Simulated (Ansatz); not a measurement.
## Ansatz (development build ahead of 0.2.0) run

```yaml
crystal:
  periodic: [false, false, false]
  atoms:
    - { symbol: S, position_ang: [-0.0045, -0.00651, -0.07388] }
    - { symbol: H, position_ang: [-0.00944, -0.0023, 1.28242] }
basis:
  gaussian: { orbitals: STO-3G }
total_charge: -1
hamiltonian:
  xc: hf
correlation:
  method: mp2
  frozen_orbitals: { H: 0, S: 5 }
```

The input is written out in the form of the current development build from the run's settings.

Results

```json
{
  "Converged": "yes",
  "Reference energy": "-393.50572 hartree",
  "Correlation energy": "-0.01407 hartree",
  "Total energy": "-393.51978 hartree",
  "Spin squared of the determinant": "0.000"
}
```

Caution: no diffuse functions for an anion.
